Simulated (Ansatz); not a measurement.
PdS (P4₂/m, No. 84), treated with PBEsol (Ansatz, a first-principles code, plane waves, PAW).

Run with plane-wave cutoff 520 eV, 10×10×8 k mesh (along the axes of the cell as run), Fermi–Dirac smearing 0.05 eV, scalar-relativistic PAW data made under PBE.

A third-order Birch–Murnaghan fit to the energies gives V0 = 16.860 Å³/atom, B0 = 134 GPa, B′ = 5.2.

| V (Å³/atom) | P (GPa) |
|---|---|
| 16.185 | ? |
| 16.522 | ? |
| 16.860 | 0.00 |
| 17.197 | -2.52 |
| 17.534 | ? |

Question: Estimate the withheld pressures from this fit; the answers are the runs' own values.

Answer: 
- 16.185, P (GPa): 6.07
- 16.522, P (GPa): 2.85
- 17.534, P (GPa): -4.74

The formula P = (3/2) B0 (x^(7/3) − x^(5/3)) [1 + (3/4)(B′ − 4)(x^(2/3) − 1)] with x = V0/V meets the computed pressures within 0.02 GPa when these rounded values are put in.

Shape and atoms are relaxed at each volume.

Note: the run has no spin polarisation, so it can have missed a magnetic state; the bulk modulus comes from volumes at which shape and atoms were relaxed.

Static lattice: no zero-point or thermal effects.
